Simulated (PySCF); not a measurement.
A species of formula C6H6 has this rotational fingerprint, computed with PySCF, PBE0/def2-SVP geometry optimisation, gas phase:

| Item | Value |
| --- | --- |
| Rotational constants | A = 8213, B = 3810, C = 2603 MHz |
| Dipole components | \|μa\| = 0.68 D, \|μb\| = 0.00 D, \|μc\| = 0.00 D |
| Inertial defect | 0.00 u·Å² |
| κ | -0.57 |

Task: Which candidate fits, each taken in the one conformer that was computed?
A. `C1=CC=CC=C1`
B. `C=C1C=CC=C1`

Result: B. It is C=C1C=CC=C1, an asymmetric top, point group C2v. The candidates at the same level (rigid rotor, commonest isotopes):

```
     SMILES  A (MHz)  B (MHz)  C (MHz)  μa (D)  μb (D)  μc (D)  Δ (u·Å²)  point group                 rotor
   c1ccccc1     5694     5692     2847    0.00    0.00    0.00      0.00          D6h  oblate symmetric top
C=C1C=CC=C1     8213     3810     2603    0.68    0.00    0.00      0.00          C2v        asymmetric top
```

`c1ccccc1` has B 49 % too high. In the right answer the symmetry axis of this C2v structure is a, so μb and μc vanish by symmetry. No structure here is proved a minimum.
